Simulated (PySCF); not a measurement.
Species: BeF (doublet state).
Cartesian coordinates in Å at the PBE0-D3(BJ)/def2-SVP level; atoms count from 1:
```
atom  x, y, z in Å
Be1    0.701   -0.006   -0.005
F2    -0.696    0.009   -0.023
```

Method: PBE0-D3(BJ)/def2-SVP geometry optimisation, gas phase (PySCF).

Take the most abundant isotopes and a rigid rotor. 

What are the moment of inertia and the rotational constant?

I = 11.932 u·Å², B = 505379 MHz·u·Å²/I = 42354 MHz (1.4128 cm⁻¹, or 2.033 K as hB/k). For two atoms I = μr² with μ = 6.1126 u and r = 1.3972 Å.

List the first levels of a rigid rotor in a Σ state.

E(J) = BJ(J+1): J = 1: 2.826, J = 2: 8.477, J = 3: 16.953, J = 4: 28.255, J = 5: 42.383, J = 6: 59.336 cm⁻¹. For this open shell read J as N, the rotation without spin; fine and hyperfine splittings come on top.

Where do the first rotational lines fall?

The dipole is 1.24 D; J+1 ← J lies at 2B(J+1): 1 ← 0 at 84.71 GHz, 2 ← 1 at 169.41 GHz, 3 ← 2 at 254.12 GHz, 4 ← 3 at 338.83 GHz, 5 ← 4 at 423.54 GHz, 6 ← 5 at 508.24 GHz.

Estimate the classical rotational partition function at 50 K and 200 K.

Point group C∞v, symmetry number σ = 1; q = kT/(σhB), k/h = 20836.6 MHz/K: 24.6 at 50 K, 98.4 at 200 K.

PBE0-D3(BJ)/def2-SVP frequencies: not computed here. ⟨S²⟩ = 0.751 (exact for a doublet: 0.75). No vibrational averaging or centrifugal distortion is included, and the geometry carries the error of its method.
